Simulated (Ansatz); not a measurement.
Born–Oppenheimer molecular dynamics of H5NOSi (8 atoms, charge 0, multiplicity 1). It starts from a relaxed structure.

Theory: RKS PBE0/6-31G (Ansatz).

| Property | Result |
| --- | --- |
| ensemble | NVE (velocity Verlet) |
| time step | 1 fs |
| steps asked | 300 |
| starting velocities drawn for | 1500 K |
| seed | 135506 |

Frames 1 fs apart, positions in Å.

Velocities at 100 fs (Å/ps):

```
Si 0.52 -0.09 -0.67
H 2.61 -7.01 -36.80
O -0.10 6.04 1.11
H 18.56 -48.12 1.64
H 7.60 -29.20 11.79
N -5.52 -0.44 -0.89
H 13.36 -13.10 21.25
H 21.81 10.28 15.39
```

```xyz
8
Properties=species:S:1:pos:R:3 time_fs=100 energy_less_start_eV=0.767 T=525
Si -0.044 0.010 -0.143
H -0.307 0.084 1.411
O 1.519 -0.259 -0.600
H 2.375 0.030 -0.216
H -1.008 1.262 -0.559
N -0.820 -1.479 -0.518
H -0.534 -2.345 -0.115
H -1.532 -1.539 -1.209
8
Properties=species:S:1:pos:R:3 time_fs=101 energy_less_start_eV=0.741 T=563
Si -0.044 0.010 -0.144
H -0.300 0.078 1.371
O 1.520 -0.253 -0.599
H 2.389 -0.018 -0.216
H -0.994 1.227 -0.549
N -0.826 -1.480 -0.519
H -0.520 -2.360 -0.093
H -1.512 -1.530 -1.196
8
Properties=species:S:1:pos:R:3 time_fs=102 energy_less_start_eV=0.719 T=594
Si -0.045 0.011 -0.143
H -0.285 0.075 1.330
O 1.522 -0.246 -0.598
H 2.396 -0.067 -0.220
H -0.969 1.183 -0.543
N -0.831 -1.481 -0.519
H -0.509 -2.368 -0.075
H -1.507 -1.527 -1.197
8
Properties=species:S:1:pos:R:3 time_fs=103 energy_less_start_eV=0.671 T=648
Si -0.047 0.011 -0.142
H -0.261 0.074 1.294
O 1.526 -0.239 -0.598
H 2.397 -0.115 -0.224
H -0.935 1.136 -0.543
N -0.835 -1.482 -0.518
H -0.504 -2.363 -0.066
H -1.520 -1.529 -1.217
8
Properties=species:S:1:pos:R:3 time_fs=104 energy_less_start_eV=0.674 T=644
Si -0.050 0.011 -0.141
H -0.232 0.077 1.270
O 1.530 -0.232 -0.597
H 2.400 -0.160 -0.228
H -0.899 1.091 -0.552
N -0.838 -1.484 -0.517
H -0.507 -2.346 -0.065
H -1.541 -1.538 -1.246
8
Properties=species:S:1:pos:R:3 time_fs=105 energy_less_start_eV=0.723 T=591
Si -0.052 0.010 -0.139
H -0.197 0.083 1.266
O 1.535 -0.225 -0.598
H 2.406 -0.203 -0.228
H -0.866 1.057 -0.573
N -0.842 -1.487 -0.515
H -0.515 -2.324 -0.071
H -1.559 -1.551 -1.271
8
Properties=species:S:1:pos:R:3 time_fs=106 energy_less_start_eV=0.707 T=618
Si -0.055 0.009 -0.138
H -0.158 0.092 1.282
O 1.540 -0.217 -0.599
H 2.417 -0.244 -0.224
H -0.841 1.041 -0.607
N -0.847 -1.490 -0.515
H -0.526 -2.305 -0.080
H -1.566 -1.568 -1.285
8
Properties=species:S:1:pos:R:3 time_fs=107 energy_less_start_eV=0.553 T=810
Si -0.057 0.007 -0.136
H -0.116 0.104 1.315
O 1.546 -0.210 -0.600
H 2.429 -0.282 -0.218
H -0.826 1.045 -0.657
N -0.853 -1.491 -0.516
H -0.536 -2.301 -0.084
H -1.558 -1.587 -1.284
8
Properties=species:S:1:pos:R:3 time_fs=108 energy_less_start_eV=0.348 T=1058
Si -0.059 0.004 -0.134
H -0.072 0.120 1.359
O 1.552 -0.202 -0.601
H 2.436 -0.319 -0.211
H -0.820 1.067 -0.719
N -0.861 -1.492 -0.519
H -0.542 -2.314 -0.083
H -1.538 -1.607 -1.271
8
Properties=species:S:1:pos:R:3 time_fs=109 energy_less_start_eV=0.275 T=1149
Si -0.061 0.000 -0.131
H -0.028 0.137 1.405
O 1.559 -0.194 -0.603
H 2.434 -0.354 -0.205
H -0.817 1.099 -0.788
N -0.870 -1.491 -0.523
H -0.547 -2.339 -0.078
H -1.513 -1.627 -1.253
8
Properties=species:S:1:pos:R:3 time_fs=110 energy_less_start_eV=0.366 T=1045
Si -0.063 -0.004 -0.128
H 0.016 0.156 1.447
O 1.567 -0.185 -0.605
H 2.423 -0.386 -0.199
H -0.812 1.132 -0.860
N -0.878 -1.491 -0.526
H -0.554 -2.364 -0.075
H -1.496 -1.649 -1.244
8
Properties=species:S:1:pos:R:3 time_fs=111 energy_less_start_eV=0.476 T=909
Si -0.065 -0.008 -0.125
H 0.057 0.176 1.478
O 1.575 -0.177 -0.608
H 2.407 -0.416 -0.193
H -0.802 1.161 -0.928
N -0.885 -1.491 -0.527
H -0.565 -2.380 -0.076
H -1.494 -1.672 -1.254
```

Of the whole run (300 fs, mean temperature of the second half 730 K): The conserved energy stayed within 3.9 meV per atom of its start (net change 1.6 meV per atom), so the integration is sound. Over the second half the temperature averaged 0.49 of the 1500 K drawn at the start: a run that starts near a minimum puts about half its kinetic energy into the potential. A run of 0.3 ps of so small a system gives no equilibrium averages. Limits of this set-up: no polarisation functions.

Run time: 7.1 min on 1 thread of Intel(R) Xeon(R) CPU @ 2.60GHz (Ice Lake), on a shared host, peak memory 0.11 GiB.
